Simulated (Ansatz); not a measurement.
Predict the output of the script below (the Ansatz DFT code, driven from Python).

`chclf.py`
```python
import ansatz as az
import numpy as np

geometry_ang = [
    ("F", (-1.2748, -0.1443, -0.306)),
    ("C", (-0.0806, 0.135, 0.1248)),
    ("Cl", (0.9986, -1.1057, 0.4569)),
    ("H", (0.4123, 1.0547, -0.2959)),
]
geometry = az.Crystal.molecule()
for symbol, xyz in geometry_ang:
    geometry = geometry.atom(symbol, xyz)

job = (
    geometry.calculation()
    .basis(gaussian="def2-SVP")
    .functional("r2scan")
    .spin("collinear", total=1)
)
symbols = [site.symbol for site in geometry.cartesian_sites]
start = np.array([site.position_ang for site in geometry.cartesian_sites], dtype=float)
data = job.relax(force_tolerance=0.01).run(threads=1, pin="off").report
end = np.array(data["positions_ang"])
print("final positions (A) and the move of each atom")
for symbol, xyz, old in zip(symbols, end, start):
    print(f"{symbol:2s} {xyz[0]:10.5f} {xyz[1]:10.5f} {xyz[2]:10.5f}   {np.linalg.norm(xyz - old):7.4f}")

minimum = az.Crystal.molecule()
for symbol, place in zip(symbols, end):
    minimum = minimum.atom(symbol, place.tolist())
at_minimum = minimum.calculation().spin("collinear", total=1)
level = lambda method, basis: at_minimum.basis(gaussian=basis).correlation(method).run(threads=1, pin="off").report
small, large, cluster = level("mp2", "cc-pVDZ"), level("mp2", "cc-pVTZ"), level("ccsd_t", "cc-pVDZ")
corr = lambda each: (each["free_energy_ev"] - each["reference_energy_ev"]) / 27.211386246
mp2_limit = (27 * corr(large) - 8 * corr(small)) / 19
pieces = {"HF / cc-pVTZ": large["reference_energy_ev"] / 27.211386246, "MP2 correlation, DZ-TZ limit": mp2_limit, "CCSD(T) - MP2 / cc-pVDZ": corr(cluster) - corr(small)}
for name, value in pieces.items():
    print(f"{name:32s} {value:14.6f} Ha")
print(f"{'sum':32s} {sum(pieces.values()):14.6f} Ha")
print("T1 diagnostic", round(cluster["correlation"]["coupled_cluster"]["t1_diagnostic"], 4))
```

Running `python chclf.py` prints:
```text
final positions (A) and the move of each atom
F    -1.25813   -0.15497   -0.31842    0.0234
C    -0.06470    0.17778    0.15662    0.0556
Cl    0.99489   -1.14513    0.45513    0.0396
H     0.38344    1.06202   -0.31353    0.0346
HF / cc-pVTZ                        -597.401109 Ha
MP2 correlation, DZ-TZ limit          -0.637150 Ha
CCSD(T) - MP2 / cc-pVDZ               -0.036001 Ha
sum                                 -598.074260 Ha
T1 diagnostic 0.0153
```

Reading the output:
- Total energies depend on the basis set; only differences at equal settings carry meaning.
- The sum leaves out core correlation, relativity, the Hartree-Fock basis error and zero-point energy; a DZ-TZ extrapolation is rough.
- The run takes the species as open-shell (spin multiplicity 2), which needn't be its ground state.
- Inner cores stay frozen, so this is valence correlation.
- For Al to Cl the sets with a tight d function, cc-pV(X+d)Z, are usual.
- Wall time of the script: 26 s on 1 thread of Arm Neoverse V1 (shared host), peak memory 0.26 GiB.
